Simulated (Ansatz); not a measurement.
## Rock-salt ZrC

The numbers are results of r²SCAN in Ansatz (PAW), not measurements.

Settings: plane-wave cutoff 500 eV, 14×14×1 k mesh (along the axes of the cell as run), Fermi–Dirac smearing 0.05 eV, scalar-relativistic PAW data made under PBE.

Cell: relaxed at this level.

* **surface energy of the (100) face**: 1.72 J/m²
* **work function of the (100) face**: 4.05 eV

The slab of 12 atoms is relaxed and unreconstructed.

Static lattice: no zero-point or thermal effects.

Cost on a shared machine: about 9 core-minutes (a rough figure).

Ansatz is a quantum-chemistry and plane-wave program.
